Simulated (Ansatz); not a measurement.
Relaxation of BS₂ (3 atoms, charge 0, multiplicity 2), to a largest force component of 0.02 eV/Å in at most 40 steps.

Theory: UKS CAM-B3LYP-D4/STO-3G in Ansatz.

```xyz
3
Properties=species:S:1:pos:R:3:forces:R:3
B 0.632 -0.602 0.283 0.14 -0.14 0.06
S 0.271 1.110 0.269 0.44 0.77 0.33
S -0.902 -0.507 -0.553 -0.58 -0.63 -0.39
```

Where does it end, and by what steps?

The run converged. Limits of this set-up: minimal basis. After 2 steps the energy has fallen by 0.018 eV; S3 moved furthest, 0.02 Å.

| step | energy less start (eV) | largest force component (eV/Å) | accepted |
| --- | --- | --- | --- |
| 0 | 0.0000 | 0.770 | yes |
| 1 | -0.0182 | 0.083 | yes |
| 2 | -0.0183 | 0.013 | yes |

```xyz
3
Properties=species:S:1:pos:R:3
B 0.627 -0.598 0.281
S 0.284 1.123 0.279
S -0.912 -0.525 -0.560
```

Time of the run: 3.6 s on 1 CPU thread of a shared host.
